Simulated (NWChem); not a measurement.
## Polarisability of phosphine (H$_{3}$P)

SMILES: P
```xyz
4

P     -0.1302    -0.0034     0.0000
H      0.6666    -0.5810     1.0357
H      0.6666    -0.5810    -1.0357
H      0.6204     1.2123     0.0000
```
Charge 0, spin multiplicity 1.

The numbers come from NWChem runs, not from measurements. The geometry was optimised at PBE0/def2-SVP, a minimum by its harmonic frequencies.

Basis set: Sadlej pVTZ. Static limit.

The correlated methods keep 5 core orbitals frozen. B3LYP has NWChem's definition, with VWN1-RPA local correlation. Coupled-cluster values serve here as a point of comparison, not as the truth.

| method | isotropic polarisability (bohr³) |
|---|---|
| PBE0 | 31.16 |
| CCSD linear response | … |
| B3LYP | 31.52 |
| PBE | 32.08 |
| HF | … |

### Question
What belongs in the gaps?

### Answer

- CCSD linear response, isotropic polarisability (bohr³): 30.84
- HF, isotropic polarisability (bohr³): 30.16
